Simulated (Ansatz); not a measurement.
Consider the formal exchange of groups at a C–O bond: `OC1CC1` + CH₃NH₂ → `NCC1CC1` + H₂O.

Isolated molecules relaxed with PBE0-D4/def2-TZVP in Ansatz; ΔE leaves out vibrations. CBS: MP2 limit from def2 TZ/QZ plus the TZ coupled-cluster correction, frozen cores. This one scheme is used for every species. DFT in def2-TZVPP. B3LYP here is the variant with VWN-RPA as its local correlation; programs differ in this. Each species was taken in one conformer, which may not be the lowest.

`OC1CC1`:

Z-matrix (Å, degrees):
```
C
C 1 1.496
C 1 1.484 2 60.7
O 1 1.393 2 119.4 3 105.2
H 1 1.088 2 117.6 3 -107.8
H 2 1.083 1 118.7 3 108.3
H 2 1.083 1 116.7 3 -106.7
H 3 1.083 1 115.9 2 107.5
H 3 1.082 1 118.7 2 -108.7
H 4 0.961 1 108.2 2 74.9
```

CH₃NH₂:

Cartesian coordinates in Å:
```
C -0.346 0.422 -0.157
N 0.298 -0.729 0.452
H 0.234 0.925 -0.944
H -0.569 1.163 0.615
H -1.301 0.116 -0.590
H 1.181 -0.465 0.870
H 0.504 -1.432 -0.246
```

`NCC1CC1`:

```xyz
14

N     1.257    1.686   -0.567
C     1.081    0.251   -0.415
C    -0.344   -0.237   -0.383
C    -1.116   -0.165    0.899
C    -0.688   -1.494    0.351
H     0.729    2.174    0.148
H     0.883    1.992   -1.458
H     1.624   -0.243   -1.228
H     1.578   -0.058    0.512
H    -0.910   -0.043   -1.291
H    -0.597    0.206    1.776
H    -2.167    0.090    0.861
H    -1.446   -2.147   -0.063
H     0.118   -2.012    0.859
```

H₂O:

```xyz
3

O    -0.264    0.046    0.282
H    -0.067   -0.755   -0.207
H     0.330    0.709   -0.075
```

```tsv
level	ΔE (eV)
B3LYP	-0.43
MP2/CBS(def2)	-0.73
```

(1) What does CCSD(T)/CBS give? (Best estimate.)

Largest T1 diagnostic among the species: 0.009.

## Answers

(1) The calculation gave: -0.65 eV. The listed levels differ from it by 0.22, -0.08 eV.

The D4 term adds −0.08 eV with B3LYP and −0.05 eV with PBE0; it sums over pairs of atoms, weighted by their polarisabilities, and B3LYP, whose exchange is more repulsive, gets the larger term. In def2-TZVPP, CCSD(T) changes the Hartree–Fock value by −0.19 eV (the triples alone add −0.02 eV) and MP2 by −0.27 eV.
